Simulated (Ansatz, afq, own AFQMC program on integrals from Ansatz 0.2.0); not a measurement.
**Al, doublet in aug-cc-pVDZ, levels against full CI**

A free Al atom.

Basis aug-cc-pVDZ. Noble-gas cores (and the filled d shells of Ga–Kr and In–Xe) are frozen. Integrals, coupled cluster, full CI and functionals: Ansatz 0.2.0; the random walks run on the same integrals in our own AFQMC program. ph-AFQMC/CISD is guided by a CISD state made of CCSD amplitudes; releasing the constraint for a short imaginary time cuts its bias at the price of noise, slowly where states lie close. Uncertainties: one standard error, sampling alone.

Determinant: UHF, the one that the program's search chose, which needn't be the lowest solution.

Full CI on the same integrals is exact in this basis and with this determinant's frozen core.

```
T1 diagnostic                               : 0.0170
weight of the determinant in the CISD state : 0.930
⟨S²⟩ of the determinant                     : 0.768
size of the correlated space                : 3 electrons in 22 orbitals
```

(1) Estimate: order these by the size of their error in total energy against full CI, smallest first.
A. CCSD
B. phaseless AFQMC with the Hartree–Fock trial
C. CCSD(T)
D. AFQMC with the constraint released

(1) D (0.07 ± 0.03 kcal/mol), C (0.26 kcal/mol), A (0.75 kcal/mol), B (1.37 ± 0.21 kcal/mol).

Reference: full CI, correlation energy -1.332 eV. The released energy is read at 1.50 1/Eh (meV from the phaseless value at times in 1/Eh: -0.6 ± 0.5 at 0.24, -1.5 ± 0.7 at 0.50, -1.9 ± 0.4 at 1.00, -1.2 ± 1.3 at 1.50).

A walk keeps the symmetry of its determinant, which the program's search chose and which needn't be the lowest solution, so a lower state of the same spin and another symmetry isn't excluded. Released energies are given only where the last usable release times agree within the noise; a slower fall can still hide under it.
